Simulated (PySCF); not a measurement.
A geometry optimisation, step by step.

Compound: NH3.
Atom-mapped SMILES: `[NH3:1]` (hydrogens: H2, H3, H4 on N1)

Method: PBE0-D3(BJ)/def2-SVP geometry optimisation, gas phase (PySCF); density fitting, grid level 1; the optimiser is geomeTRIC in internal coordinates, started from a GFN2-xTB structure with every atom displaced at random (about 0.01 Å). The frame can shift and turn from step to step; on so coarse a grid that alone can change the energy by a few meV, and forces under 0.02 eV/Å are noise.

Step 0: E = -1535.8054 eV, largest atomic force 2.124 eV/Å
```
atom  x, y, z in Å  |  force x, y, z in eV/Å
N1      0.026   -0.023    0.274   -1.853   0.954   0.407
H2      0.919   -0.201   -0.109    1.264  -0.501  -0.691
H3     -0.651   -0.703   -0.095    0.461   0.251   0.012
H4     -0.256    0.901   -0.102    0.128  -0.704   0.271
```

Step 1: E = -1535.4549 eV, largest atomic force 5.805 eV/Å
```
atom  x, y, z in Å  |  force x, y, z in eV/Å
N1     -0.300   -0.013   -0.066   -1.805  -1.838  -4.411
H2      0.320   -0.073   -0.898   -0.540  -0.541   0.635
H3      0.051    0.739    0.349    1.588   5.054   2.372
H4     -0.033   -0.677    0.582    0.758  -2.674   1.404
```

Step 2: E = -1535.8000 eV, largest atomic force 1.250 eV/Å
```
atom  x, y, z in Å  |  force x, y, z in eV/Å
N1     -0.298   -0.016   -0.078   -0.144   0.122  -1.071
H2      0.317   -0.092   -0.901   -0.265  -0.347   0.383
H3      0.050    0.807    0.367    0.138   1.155   0.459
H4     -0.031   -0.723    0.580    0.270  -0.930   0.230
```

Step 3: E = -1535.8461 eV, largest atomic force 0.306 eV/Å
```
atom  x, y, z in Å  |  force x, y, z in eV/Å
N1     -0.289    0.000   -0.074   -0.036  -0.188  -0.178
H2      0.312   -0.118   -0.891   -0.035  -0.013   0.008
H3      0.042    0.847    0.373    0.071   0.264   0.137
H4     -0.027   -0.753    0.559   -0.001  -0.063   0.034
```

Step 4: E = -1535.8473 eV, largest atomic force 0.037 eV/Å
```
atom  x, y, z in Å  |  force x, y, z in eV/Å
N1     -0.287   -0.001   -0.075   -0.006  -0.027  -0.023
H2      0.311   -0.120   -0.892   -0.003   0.006  -0.002
H3      0.041    0.852    0.376    0.012   0.032   0.013
H4     -0.027   -0.756    0.558   -0.002  -0.011   0.012
```

Step 5: E = -1535.8473 eV, largest atomic force under 0.02 eV/Å
```
atom  x, y, z in Å  |  force x, y, z in eV/Å
N1     -0.287   -0.001   -0.075    0.000  -0.003   0.001
H2      0.311   -0.120   -0.893    0.000   0.000   0.000
H3      0.041    0.853    0.376    0.002   0.001   0.001
H4     -0.028   -0.757    0.559   -0.001   0.002  -0.001
```

Question: Summarise the path.

Answer: The energy falls by 0.0419 eV from step 0 to step 5; nine tenths of that is first reached at step 3. It rises by more than 0.2 meV at step 1. The largest force goes from 2.124 to under 0.02 eV/Å. Among the bonds N1–H2 changes most, from 0.987 to 1.020 Å; the atoms move by 0.023 Å rms after alignment.

Question: Follow the three bonds and two angles with the largest change from start to end.

Answer: 
```json
{"step": "0", "E above end (eV)": "0.0419", "largest force (eV/Å)": "2.124", "N1–H2 (Å)": "0.987", "N1–H4 (Å)": "1.037", "N1–H3 (Å)": "1.028", "H2–N1–H3 (°)": "109.7", "H3–N1–H4 (°)": "106.3"}
{"step": "1", "E above end (eV)": "0.3924", "largest force (eV/Å)": "5.805", "N1–H2 (Å)": "1.039", "N1–H4 (Å)": "0.965", "N1–H3 (Å)": "0.928", "H2–N1–H3 (°)": "100.4", "H3–N1–H4 (°)": "98.8"}
{"step": "2", "E above end (eV)": "0.0473", "largest force (eV/Å)": "1.250", "N1–H2 (Å)": "1.030", "N1–H4 (Å)": "1.002", "N1–H3 (Å)": "0.998", "H2–N1–H3 (°)": "102.0", "H3–N1–H4 (°)": "101.3"}
{"step": "3", "E above end (eV)": "0.0012", "largest force (eV/Å)": "0.306", "N1–H2 (Å)": "1.021", "N1–H4 (Å)": "1.019", "N1–H3 (Å)": "1.013", "H2–N1–H3 (°)": "104.9", "H3–N1–H4 (°)": "105.0"}
{"step": "4", "E above end (eV)": "0.0000", "largest force (eV/Å)": "0.037", "N1–H2 (Å)": "1.020", "N1–H4 (Å)": "1.020", "N1–H3 (Å)": "1.019", "H2–N1–H3 (°)": "105.3", "H3–N1–H4 (°)": "105.3"}
{"step": "5", "E above end (eV)": "0.0000", "largest force (eV/Å)": "under 0.02", "N1–H2 (Å)": "1.020", "N1–H4 (Å)": "1.020", "N1–H3 (Å)": "1.020", "H2–N1–H3 (°)": "105.3", "H3–N1–H4 (°)": "105.3"}
```

What follows is the cost of the whole optimisation. On one thread, Arm Neoverse V1 (aarch64), shared host with 32 logical CPUs at a one-minute load of 15, this took 1.5 s and 0.24 GiB of memory at its peak.
